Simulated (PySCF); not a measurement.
## C2H5F: core ionisation energies

Compound: C2H5F.
Bonds: C1–C2, C2–F3. Hydrogens: H4, H5, H6 on C1; H7, H8 on C2.

The calculation used PySCF, delta-SCF UKS SCAN, pcX-2 on the ionised atom, pcseg-1 elsewhere, spin-free X2C. Each binding energy is the total energy of the core-ionised species, with the hole localised on one atom, minus that of the ground state; both are solved self-consistently, so orbital relaxation is included.

Task: What binding energy does each computed site have?

Result: 
```json
{"atom(s)": "C1", "bonded to": "C and 3 H", "level": "C 1s", "binding energy (eV)": "291.07", "above the level's lowest (eV)": "0.00", "count": "1"}
{"atom(s)": "C2", "bonded to": "F, C and 2 H", "level": "C 1s", "binding energy (eV)": "293.19", "above the level's lowest (eV)": "+2.12", "count": "1"}
{"atom(s)": "F3", "bonded to": "C", "level": "F 1s", "binding energy (eV)": "692.36", "above the level's lowest (eV)": "0.00", "count": "1"}
```

The listed C 1s values span 2.12 eV, from C1 (bonded to C and 3 H) to C2 (bonded to F, C and 2 H). Summing the Pauling electronegativity differences to the bonded atoms, each weighted by its formal bond order, gives -1.05 for the lowest site and +0.73 for the highest.

Task: Which photon wavelength matches the F 1s of F3 threshold?

Result: λ = hc/E = 12398.42 eV Å / 692.36 eV = 17.907 Å.

Isolated species at its GFN2-xTB geometry, gas phase.
